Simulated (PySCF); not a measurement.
Compound: C₅H₆F (charge +1).
Atom-mapped SMILES: `[CH3:1][CH2:2][c:3]1[cH:4][c+:5]1[F:6]` (hydrogens: H7, H8, H9 on C1; H10, H11 on C2; H12 on C4)

Cartesian coordinates in Å at the PBE0-D3(BJ)/def2-SVP level; atoms count from 1:
```
atom  x, y, z in Å
C1    -1.5765    0.6763   -0.0319
C2    -0.7115   -0.5731    0.0308
C3     0.7262   -0.3225    0.0068
C4     2.0259   -0.8165   -0.0119
C5     1.8108    0.5187   -0.0044
F6     2.2789    1.6881   -0.0061
H7    -2.6358    0.3930    0.0158
H8    -1.3714    1.3499    0.8123
H9    -1.4194    1.2277   -0.9698
H10   -0.9185   -1.2846   -0.7907
H11   -0.8943   -1.1700    0.9459
H12    2.6880   -1.6864   -0.0247
```

Method: PBE0-D3(BJ)/def2-SVP geometry optimisation, gas phase in PySCF 2.14.0.

Masses are those of the commonest isotopes; rigid-rotor values at the optimised geometry. The values belong to one conformer with, in the numbering `[CH3:1][CH2:2][c:3]1[cH:4][c+:5]1[F:6]`, C1–C2–C3–C4 -177°.

**Question.** What are A, B and C (GHz)?

**Answer.** Ia = 75.40, Ib = 207.36, Ic = 276.43 u·Å²; 505379 MHz·u·Å²/I gives 6702, 2437 and 1828 MHz, that is A = 6.7024, B = 2.4372, C = 1.8282 GHz.

**Question.** What kind of rotor is it?

**Answer.** An asymmetric top. Ray's parameter κ = (2B − A − C)/(A − C) = -0.750; −1 is the prolate and +1 the oblate limit.

**Question.** What does the inertial defect say?

**Answer.** Not planar: Δ = Ic − Ia − Ib = -6.33 u·Å². For a rigid frame Δ = −2 Σ m c², so Σ m c² = 3.17 u·Å² lies off the ab plane: 3.14 from hydrogen and 0.02 from heavier atoms. The atom farthest from that plane is 0.96 Å away.

**Question.** Give the other two planar moments, Paa and Pbb, and the rms extents of the mass along the axes.

**Answer.** Paa = Σ m a² = (Ib + Ic − Ia)/2 = 204.19 and Pbb = Σ m b² = (Ia + Ic − Ib)/2 = 72.24 u·Å². With the mass M = 85.05 u, the rms extents √(P/M) along a, b and c are 1.55, 0.92, 0.19 Å.

**Question.** Where do the levels up to J = 3 lie, in MHz?

**Answer.** Above 0(0,0):
J = 1: 1(0,1) 4265, 1(1,1) 8531, 1(1,0) 9140
J = 2: 2(0,2) 12736, 2(1,2) 16453, 2(1,1) 18280, 2(2,1) 31075, 2(2,0) 31136
J = 3: 3(0,3) 25293, 3(1,3) 28299, 3(1,2) 31949, 3(2,2) 43872, 3(2,1) 44171, 3(3,1) 66756, 3(3,0) 66760
Those of J = 1 are B + C, A + C and A + B.

**Question.** Which lines would a microwave search look for?

**Answer.** The dipole components (about the centre of mass, as the species is charged) are |μa| = 0.06 D, |μb| = 3.35 D, |μc| = 0.01 D. The squared components, which scale the intensities, stand as 0.00 : 1.00 : 0.00 (a : b : c). Some lines, for components of 0.1 D or more:

| type | branch | J(Ka,Kc) | MHz | lower level (cm⁻¹) |
| --- | --- | --- | --- | --- |
| b | Q | 1(1,0) ← 1(0,1) | 4874 | 0.142 |
| b | R | 1(1,1) ← 0(0,0) | 8531 | 0.000 |
| b | Q | 3(2,1) ← 3(1,2) | 12222 | 1.066 |
| b | R | 4(0,4) ← 3(1,3) | 13482 | 0.944 |
| b | R | 3(1,3) ← 2(0,2) | 15564 | 0.425 |
| b | R | 5(0,5) ← 4(1,4) | 18011 | 1.469 |
| b | Q | 5(2,4) ← 5(1,5) | 18470 | 2.122 |
| b | Q | 4(3,2) ← 4(2,3) | 23043 | 2.031 |
| b | R | 3(2,2) ← 2(1,1) | 25592 | 0.610 |
| b | R | 3(2,1) ← 2(1,2) | 27718 | 0.549 |
| b | Q | 4(4,0) ← 4(3,1) | 31862 | 2.800 |
| b | Q | 4(4,1) ← 4(3,2) | 31888 | 2.800 |
| b | R | 4(2,2) ← 3(1,3) | 33460 | 0.944 |
| b | R | 3(3,0) ← 2(2,1) | 35685 | 1.037 |
| b | R | 4(3,1) ← 3(2,2) | 40084 | 1.463 |
| b | Q | 5(5,1) ← 5(4,2) | 41002 | 4.579 |
| b | R | 4(4,0) ← 3(3,1) | 49061 | 2.227 |
| b | R | 5(4,2) ← 4(3,1) | 53324 | 2.800 |
| b | R | 5(5,1) ← 4(4,0) | 62464 | 3.863 |

No PBE0-D3(BJ)/def2-SVP frequencies stand behind this structure, so it isn't proved a minimum. No vibrational averaging or centrifugal distortion is included, and the geometry carries the error of its method. A rigid rotor knows nothing of internal rotation, which can split or shift real lines.

The run took about 90 s of CPU time (one thread, shared machine). This is the geometry optimisation.
